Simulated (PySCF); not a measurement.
System: grey tin (α-Sn). Method: Hartree–Fock (GTH pseudopotentials, Gaussian basis; PySCF).

Cell (relaxed at this level):

```
CELL_PARAMETERS angstrom
      0.00000     3.25311     3.25311
      3.25311     0.00000     3.25311
      3.25311     3.25311     0.00000
ATOMIC_POSITIONS crystal
  Sn 0.00000 0.00000 0.00000
  Sn 0.25000 0.25000 0.25000
```

Predict the bulk modulus, cohesive energy and pressure derivative B′ of the bulk modulus.


- bulk modulus: 53.0 GPa ± 2
- cohesive energy: 1.81 eV/atom ± 0.06
- pressure derivative B′ of the bulk modulus: 4.3

Measured, for comparison: bulk modulus 42.8 GPa (0 K value with the zero-point phonon effect removed; as tabulated in Mejia-Rodriguez and Trickey (2018), arXiv:1807.09216); cohesive energy 3.16 eV/atom (static lattice: zero-point vibration energy added; as tabulated in Mejia-Rodriguez and Trickey (2018), arXiv:1807.09216). Computed (rounded) less measured: bulk modulus +24 %, cohesive energy -1.35 eV/atom.

A ± is a rough bar: the spread of an extrapolation, a floor set from checks against published values, or a statistical error.

Spin–orbit coupling is not included.

Computed values are for the static lattice.
